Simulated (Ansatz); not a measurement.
Consider the ligand exchange at the Si–N bond: `N[SiH2]S` + H₂S → `S[SiH2]S` + NH₃.

Isolated molecules relaxed with PBE0-D4/def2-TZVP in Ansatz; ΔE leaves out vibrations. CCSD(T)/CBS is the MP2 limit (def2-TZVPP, def2-QZVPP) plus CCSD(T) − MP2 in def2-TZVPP, frozen cores. This one scheme is used for every species. Functionals use def2-TZVPP. B3LYP here is the variant with VWN-RPA as its local correlation; programs differ in this. HSE06 is defined as in plane-wave codes. Each species was taken in one conformer, which may not be the lowest.

```json
{"level": "LDA (SPW92)", "ΔE (kJ/mol)": "-6.3", "difference from CCSD(T)/CBS": "0.7"}
{"level": "revPBE-D4", "ΔE (kJ/mol)": "-15.3", "difference from CCSD(T)/CBS": "-8.3"}
{"level": "r2SCAN-D4", "ΔE (kJ/mol)": "-8.9", "difference from CCSD(T)/CBS": "-1.9"}
{"level": "B97M-V", "ΔE (kJ/mol)": "-9.1", "difference from CCSD(T)/CBS": "-2.1"}
{"level": "PBE0-D4", "ΔE (kJ/mol)": "-12.1", "difference from CCSD(T)/CBS": "-5.1"}
{"level": "B3LYP-D4", "ΔE (kJ/mol)": "-4.9", "difference from CCSD(T)/CBS": "2.1"}
{"level": "r2SCANh-D4", "ΔE (kJ/mol)": "-8.5", "difference from CCSD(T)/CBS": "-1.5"}
{"level": "HSE06-D4", "ΔE (kJ/mol)": "-12.3", "difference from CCSD(T)/CBS": "-5.3"}
{"level": "BHLYP-D4", "ΔE (kJ/mol)": "-2.4", "difference from CCSD(T)/CBS": "4.6"}
{"level": "CAM-B3LYP-D4", "ΔE (kJ/mol)": "1.1", "difference from CCSD(T)/CBS": "8.1"}
{"level": "ωB97X-V", "ΔE (kJ/mol)": "-4.7", "difference from CCSD(T)/CBS": "2.3"}
{"level": "ωB97M-V", "ΔE (kJ/mol)": "-4.6", "difference from CCSD(T)/CBS": "2.4"}
{"level": "PBE-QIDH", "ΔE (kJ/mol)": "-8.6", "difference from CCSD(T)/CBS": "-1.6"}
{"level": "PBE", "ΔE (kJ/mol)": "-12.9", "difference from CCSD(T)/CBS": "-5.9"}
{"level": "BLYP", "ΔE (kJ/mol)": "-3.7", "difference from CCSD(T)/CBS": "3.3"}
{"level": "r2SCAN", "ΔE (kJ/mol)": "-8.6", "difference from CCSD(T)/CBS": "-1.6"}
{"level": "PBE0", "ΔE (kJ/mol)": "-10.6", "difference from CCSD(T)/CBS": "-3.6"}
{"level": "B3LYP", "ΔE (kJ/mol)": "-2.1", "difference from CCSD(T)/CBS": "4.9"}
{"level": "r2SCANh", "ΔE (kJ/mol)": "-8.1", "difference from CCSD(T)/CBS": "-1.1"}
{"level": "r2SCAN0", "ΔE (kJ/mol)": "-7.4", "difference from CCSD(T)/CBS": "-0.4"}
{"level": "HSE06", "ΔE (kJ/mol)": "-10.8", "difference from CCSD(T)/CBS": "-3.8"}
{"level": "BHLYP", "ΔE (kJ/mol)": "1.4", "difference from CCSD(T)/CBS": "8.4"}
{"level": "CAM-B3LYP", "ΔE (kJ/mol)": "2.8", "difference from CCSD(T)/CBS": "9.8"}
{"level": "LC-ωPBE", "ΔE (kJ/mol)": "-4.0", "difference from CCSD(T)/CBS": "3.0"}
{"level": "RPA@PBE/def2-TZVPP", "ΔE (kJ/mol)": "-3.1", "difference from CCSD(T)/CBS": "3.9"}
{"level": "HF/def2-SVP", "ΔE (kJ/mol)": "5.1", "difference from CCSD(T)/CBS": "12.1"}
{"level": "MP2/def2-SVP", "ΔE (kJ/mol)": "-3.2", "difference from CCSD(T)/CBS": "3.8"}
{"level": "CCSD/def2-SVP", "ΔE (kJ/mol)": "-0.7", "difference from CCSD(T)/CBS": "6.3"}
{"level": "CCSD(T)/def2-SVP", "ΔE (kJ/mol)": "-2.4", "difference from CCSD(T)/CBS": "4.6"}
{"level": "HF/def2-TZVPP", "ΔE (kJ/mol)": "5.1", "difference from CCSD(T)/CBS": "12.1"}
{"level": "MP2/def2-TZVPP", "ΔE (kJ/mol)": "-7.3", "difference from CCSD(T)/CBS": "-0.3"}
{"level": "SCS-MP2/def2-TZVPP", "ΔE (kJ/mol)": "-3.6", "difference from CCSD(T)/CBS": "3.4"}
{"level": "CCSD/def2-TZVPP", "ΔE (kJ/mol)": "-2.1", "difference from CCSD(T)/CBS": "4.9"}
{"level": "CCSD(T)/def2-TZVPP", "ΔE (kJ/mol)": "-4.6", "difference from CCSD(T)/CBS": "2.4"}
{"level": "HF/def2-QZVPP", "ΔE (kJ/mol)": "6.1", "difference from CCSD(T)/CBS": "13.1"}
{"level": "MP2/def2-QZVPP", "ΔE (kJ/mol)": "-8.3", "difference from CCSD(T)/CBS": "-1.3"}
{"level": "SCS-MP2/def2-QZVPP", "ΔE (kJ/mol)": "-4.6", "difference from CCSD(T)/CBS": "2.4"}
{"level": "HF/CBS(def2)", "ΔE (kJ/mol)": "6.3", "difference from CCSD(T)/CBS": "13.3"}
{"level": "MP2/CBS(def2)", "ΔE (kJ/mol)": "-9.7", "difference from CCSD(T)/CBS": "-2.7"}
{"level": "CCSD/CBS(def2)", "ΔE (kJ/mol)": "-4.5", "difference from CCSD(T)/CBS": "2.5"}
{"level": "CCSD(T)/CBS", "ΔE (kJ/mol)": "-7.0", "difference from CCSD(T)/CBS": "0"}
```

Largest T1 diagnostic among the species: 0.011.

Leaving LDA and LC-ωPBE aside and taking each functional with its dispersion term where it has one, the values spread over 16.3 kJ/mol, from revPBE-D4 to CAM-B3LYP-D4. LDA lies +6.6 kJ/mol from PBE without D4. At CCSD(T), def2-SVP lies +4.6 kJ/mol from the extrapolated value and def2-TZVPP +2.4 kJ/mol. In def2-TZVPP, CCSD(T) changes the Hartree–Fock value by −9.8 kJ/mol (the triples alone add −2.5 kJ/mol) and MP2 by −12.5 kJ/mol.
